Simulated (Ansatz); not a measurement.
Input and output for C₃H₅NO (`C1=NCCO1`).

```yaml
crystal:
  periodic: [false, false, false]
  atoms:
    - {symbol: C, position_ang: [-1.239785, 0.524856, -0.391112]}
    - {symbol: N, position_ang: [-1.126267, -0.689936, -0.216950]}
    - {symbol: C, position_ang: [0.235980, -0.929227, 0.109770]}
    - {symbol: C, position_ang: [0.873422, 0.451230, 0.172939]}
    - {symbol: O, position_ang: [-0.215937, 1.334362, -0.191801]}
    - {symbol: H, position_ang: [-2.151992, 1.087810, -0.743968]}
    - {symbol: H, position_ang: [0.188088, -1.444503, 1.099380]}
    - {symbol: H, position_ang: [0.700725, -1.616305, -0.595897]}
    - {symbol: H, position_ang: [1.716508, 0.532132, -0.450956]}
    - {symbol: H, position_ang: [1.150478, 0.751683, 1.231737]}
basis:
  gaussian: {orbitals: def2-TZVP}
hamiltonian: {xc: {name: B3LYP5}}
scf: {lower_state_search: full}
```

```sh
$ ansatz run in.yaml --threads 2 --pin off --events-out ev --progress --plain --max-ram 4352MiB
```

Output, abridged:

```
Functional definition: B3LYP5
1066 factors; their error is unknown
mean field evaluation 1: about -6719.2354 eV, gradient 6.2e1 eV
mean field evaluation 2: about -6710.1106 eV, gradient 8.8e1 eV
mean field evaluation 4: about -6727.2728 eV, gradient 8.4e0 eV
mean field evaluation 8: about -6727.3858 eV, gradient 6.3e-1 eV
mean field evaluation 16: about -6727.3863 eV, gradient 7.1e-5 eV
mean field -6727.38633358 eV, -247.2268877728 hartree, gradient 7.1e-5 eV, S^2 0.000000; 0 other end points of the search recorded, 0 dependent functions left out
reference -6727.38657432 eV, -247.2268966199 hartree; 19, 19 occupied and 166, 166 virtual orbitals, 1066 factors
Total energy: -6727.38657432 eV, -247.2268966199 hartree
```

It took 2.8 s on 2 threads of an Arm Neoverse V1 on a shared host, with 0.43 GiB of host memory at the peak.
